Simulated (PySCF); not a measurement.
tetrafluoroethylene cation (C2F4), SMILES FC(F)=C(F)F (connectivity only; charge and spin as stated), charge +1, multiplicity 2.

Coordinates come from a PBE0-D3(BJ)/def2-SVP optimisation. The multiplicity is an assumed one; other spin states were not compared.

Computed with PBE/def2-TZVP (PySCF).

Computed frontier levels, dipole moment and polarisability:
| Quantity | Value |
|---|---|
| α spin, highest occupied and lowest empty level | -13.72 and -8.85 eV |
| β spin, highest occupied and lowest empty level | -17.93 and -12.62 eV |
| dipole moment about the centre of nuclear charge | 0.000 e·Å |
| mean static polarisability | 25.7 bohr³ (3.81 Å³) |
| polarisability, principal values | 15.2, 27.7, 34.3 bohr³ |
| ⟨S²⟩ | 0.752 (pure state 0.75) |
